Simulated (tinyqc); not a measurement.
Hueckel theory of the pi electrons with the omega technique, for the molecule Nc1ccco1 (SMILES; centres numbered as the heavy atoms are written), step by step. One step of it, computed by the program tinyqc.

Problem. Omega technique, round 2. h_r = h_r(0) + omega q_r, omega = 1.4, with q_r = z_r - P_rr; 0.3 of the old diagonal is kept.

Hueckel matrix in units of beta (H = alpha + beta A):
```
          1N        2C        3C        4C        5C        6O
1N  1.500000  0.800000  0.000000  0.000000  0.000000  0.000000
2C  0.800000  0.000000  1.000000  0.000000  0.000000  0.800000
3C  0.000000  1.000000  0.000000  1.000000  0.000000  0.000000
4C  0.000000  0.000000  1.000000  0.000000  1.000000  0.000000
5C  0.000000  0.000000  0.000000  1.000000  0.000000  0.800000
6O  0.000000  0.800000  0.000000  0.000000  0.800000  2.000000
```

charge and bond-order matrix P:
```
           1N         2C         3C         4C         5C         6O
1N   1.920775   0.276461  -0.208529  -0.013533   0.145796  -0.104008
2C   0.276461   1.024898   0.788454  -0.050127  -0.424460   0.344398
3C  -0.208529   0.788454   1.094788   0.535179  -0.110582  -0.165005
4C  -0.013533  -0.050127   0.535179   1.083360   0.816752  -0.191978
5C   0.145796  -0.424460  -0.110582   0.816752   1.045918   0.342281
6O  -0.104008   0.344398  -0.165005  -0.191978   0.342281   1.830261
```

Centres:
```
centre  z_r, pi electrons of the neutral centre         h
1N                                            2  1.500000
2C                                            1  0.000000
3C                                            1  0.000000
4C                                            1  0.000000
5C                                            1  0.000000
6O                                            2  2.000000
```

Give: matrix after round 2.

Solution.

matrix after round 2:
```
        1N       2C       3C       4C       5C      6O
1N  1.6046   0.8000   0.0000   0.0000   0.0000  0.0000
2C  0.8000  -0.0085   1.0000   0.0000   0.0000  0.8000
3C  0.0000   1.0000  -0.1451   1.0000   0.0000  0.0000
4C  0.0000   0.0000   1.0000  -0.1064   1.0000  0.0000
5C  0.0000   0.0000   0.0000   1.0000  -0.0677  0.8000
6O  0.0000   0.8000   0.0000   0.0000   0.8000  2.2230
```
